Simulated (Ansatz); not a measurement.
These are PBE0-D3(BJ)/def2-TZVP (Ansatz, a program for electronic structure) values and carry that method's errors. No frequencies were computed at this level.

Ansatz 0.2 input:
```yaml
crystal:
  periodic: [false, false, false]
  atoms:
    - { symbol: C, position_ang: [-0.921575, -0.252004, 0.015949] }
    - { symbol: C, position_ang: [0.310054, 0.630715, -0.018867] }
    - { symbol: S, position_ang: [1.782638, -0.261019, -0.637799] }
    - { symbol: H, position_ang: [-1.121405, -0.663828, -0.970658] }
    - { symbol: H, position_ang: [-1.784703, 0.330465, 0.332477] }
    - { symbol: H, position_ang: [-0.785583, -1.076524, 0.713609] }
    - { symbol: H, position_ang: [0.180835, 1.459938, -0.713627] }
    - { symbol: H, position_ang: [0.550731, 1.027395, 0.96759] }
    - { symbol: H, position_ang: [1.789011, -1.195139, 0.311328] }
basis:
  gaussian: { orbitals: def2-tzvp }
hamiltonian:
  xc: pbe0
  dispersion: d3bj
relax:
  max_steps: 150
```

Output:

```
Functional definition: PBE0
895 factors; their error is unknown
mean field evaluation 1: about -12995.7618 eV, gradient 5.2e1 eV
mean field evaluation 2: about -12991.8197 eV, gradient 6.3e1 eV
mean field evaluation 4: about -13001.9935 eV, gradient 2.7e0 eV
mean field evaluation 8: about -13002.0076 eV, gradient 2.5e-2 eV
mean field evaluation 16: about -13002.0175 eV, gradient 8.3e-5 eV
mean field -13002.01751263 eV, -477.8153305051 hartree, gradient 1.9e-5 eV, S^2 0.000000; 0 other end points of the search recorded, 0 dependent functions left out
reference -13002.01753860 eV, -477.8153314596 hartree; 17, 17 occupied and 118, 118 virtual orbitals, 895 factors
relax step   1: F+E_penalty+E_count = -13002.15344654 eV  Δ(F+E_penalty+E_count) = +0.000e0 eV  max|allowed force component| = 5.034e-1 eV/Å  Δτ_max = 0.0000 Å  (28 SCF iters, accepted)
these checks for a lower state are left out or cut short: starts, cluster_reference, orbital_swaps, neighbouring_geometries, increment
895 factors; their error is unknown
mean field -13002.02732692 eV, -477.8156911737 hartree, gradient 7.5e-6 eV, S^2 0.000000; 0 other end points of the search recorded, 0 dependent functions left out
reference -13002.02735304 eV, -477.8156921334 hartree; 17, 17 occupied and 118, 118 virtual orbitals, 895 factors
relax step   2: F+E_penalty+E_count = -13002.16270767 eV  Δ(F+E_penalty+E_count) = -9.261e-3 eV  max|allowed force component| = 1.958e-1 eV/Å  Δτ_max = 0.0365 Å  (30 SCF iters, accepted)
these checks for a lower state are left out or cut short: starts, cluster_reference, orbital_swaps, neighbouring_geometries, increment
895 factors; their error is unknown
mean field evaluation 32: about -13002.0295 eV, gradient 7.5e-6 eV
mean field -13002.02952045 eV, -477.8157717842 hartree, gradient 7.5e-6 eV, S^2 0.000000; 0 other end points of the search recorded, 0 dependent functions left out
reference -13002.02954664 eV, -477.8157727469 hartree; 17, 17 occupied and 118, 118 virtual orbitals, 895 factors
relax step   3: F+E_penalty+E_count = -13002.16489883 eV  Δ(F+E_penalty+E_count) = -2.191e-3 eV  max|allowed force component| = 2.966e-2 eV/Å  Δτ_max = 0.0148 Å  (30 SCF iters, accepted)
these checks for a lower state are left out or cut short: starts, cluster_reference, orbital_swaps, neighbouring_geometries, increment
895 factors; their error is unknown
mean field -13002.02954866 eV, -477.8157728211 hartree, gradient 7.5e-6 eV, S^2 0.000000; 0 other end points of the search recorded, 0 dependent functions left out
reference -13002.02957485 eV, -477.8157737837 hartree; 17, 17 occupied and 118, 118 virtual orbitals, 895 factors
relax step   4: F+E_penalty+E_count = -13002.16496244 eV  Δ(F+E_penalty+E_count) = -6.361e-5 eV  max|allowed force component| = 6.891e-3 eV/Å  Δτ_max = 0.0037 Å  (31 SCF iters, accepted)
895 factors; their error is unknown
mean field evaluation 64: about -13002.0295 eV, gradient 1.8e-5 eV
mean field -13002.02954866 eV, -477.8157728211 hartree, gradient 7.5e-6 eV, S^2 0.000000; 1 other end points of the search recorded, 0 dependent functions left out
reference -13002.02957485 eV, -477.8157737837 hartree; 17, 17 occupied and 118, 118 virtual orbitals, 895 factors
Total energy: -13002.16498863 eV, -477.8207501482 hartree
Atom 0 at    -0.929631    -0.247531     0.013805 Å, force    -0.001036     0.000383     0.001068 eV/Å
Atom 1 at     0.318358     0.608865    -0.021097 Å, force    -0.000101     0.000978    -0.003378 eV/Å
Atom 2 at     1.788808    -0.251432    -0.640036 Å, force     0.000080    -0.006891     0.005806 eV/Å
Atom 3 at    -1.148436    -0.658090    -0.973312 Å, force    -0.000840     0.000705     0.000858 eV/Å
Atom 4 at    -1.790553     0.341118     0.344432 Å, force     0.002654    -0.000979    -0.000539 eV/Å
Atom 5 at    -0.811148    -1.084581     0.705841 Å, force     0.000569     0.000345    -0.001914 eV/Å
Atom 6 at     0.194137     1.448273    -0.709486 Å, force    -0.001952     0.000854     0.001174 eV/Å
Atom 7 at     0.540092     1.032738     0.959937 Å, force    -0.000929     0.001187     0.001053 eV/Å
Atom 8 at     1.838376    -1.189360     0.319919 Å, force     0.001553     0.003419    -0.004127 eV/Å
Dipole moment:    -0.271660     0.037329     0.215363 e Å
```

Cost: around 15 core-seconds (rough).
